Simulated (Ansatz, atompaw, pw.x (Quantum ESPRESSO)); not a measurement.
hafnium (Hf) (bcc): variants of one PAW (atompaw) potential in the solid

```
Element                 : hafnium (Hf)
Generator               : atompaw 4.2.0.5
Type                    : PAW
Functional              : PBEsol
Relativity              : scalar-relativistic
Frozen core             : [Kr] 4d10 4f14
Valence charge          : 12
Reference configuration : 5s2 5p6 5d2 6s2 6p0
Partial waves           : 5s (bound): rc 1.45 bohr; 6s (bound): rc 2.70 bohr; 5p (bound): rc 2.35 bohr; 6p (bound, empty): rc 2.70 bohr; 5d (bound): rc 2.70 bohr; 5d channel at 1 Ry: rc 2.70 bohr
Local potential         : bessel scheme, radius 2.00 bohr
Core correction         : smooth core density matched at 1.40 bohr
Augmentation charge     : sinc compensation charge, radius 2.25 bohr; PAW radius 2.70 bohr; waves and projectors: custom rrkj gramschmidtortho
```

Crystal test: bcc Hf in pw.x 7.5, no spin, 13³ k-points, Fermi–Dirac smearing 0.01 Ry, cutoffs set for each file from its atomic test. The reference is all-electron LAPW (Ansatz 0.2.0) with the same functional, mesh and smearing; V0 and B0 come from Birch–Murnaghan fits to the pressures at five volumes. Errors are pseudo minus all-electron; Δ is the rms difference of the E(V) curves that follow from these fits, minima aligned, over ±6 % about the mean V0. Mesh and smearing are coarse, so the numbers serve the comparison and aren't converged zero-temperature values; the lattice is a test structure that the element need not adopt.

All-electron: a0 = 3.497 Å (V0 = 21.39 Å³/atom), B0 = 103.7 GPa.

2 further variants are left out: they gave no file fit for a test, a broken result, the same result as the base, or pressures whose basis-set error rivals the error shown.

```csv
change,cutoffs (Ry),pw.x,a0 (Å),a0 error (%),B0 error (%),Δ (meV/atom),mean pressure error (GPa)
base,40/400,converged,3.490,-0.21,+0.6,3.1,-0.67
wave 5d channel at 1 Ry: rc 2.70 bohr becomes 5d channel at 10.09 Ry: rc 2.70 bohr,40/400,converged,3.478,-0.57,-0.3,8.2,-1.75
"augmentation sinc compensation charge, radius 2.40 bohr; PAW radius 2.70 bohr; waves and projectors: custom rrkj gramschmidtortho",40/400,converged,3.490,-0.21,-0.0,3.1,-0.67
```

Q: Give the row for: augmentation besselshape compensation charge, radius 2.25 bohr; PAW radius 2.70 bohr; waves and projectors: custom rrkj gramschmidtortho.

A: pw.x: converged; mean pressure error (GPa): -0.66; a0 (Å): 3.490; a0 error (%): -0.21; B0 error (%): +0.3; Δ (meV/atom): 3.1.
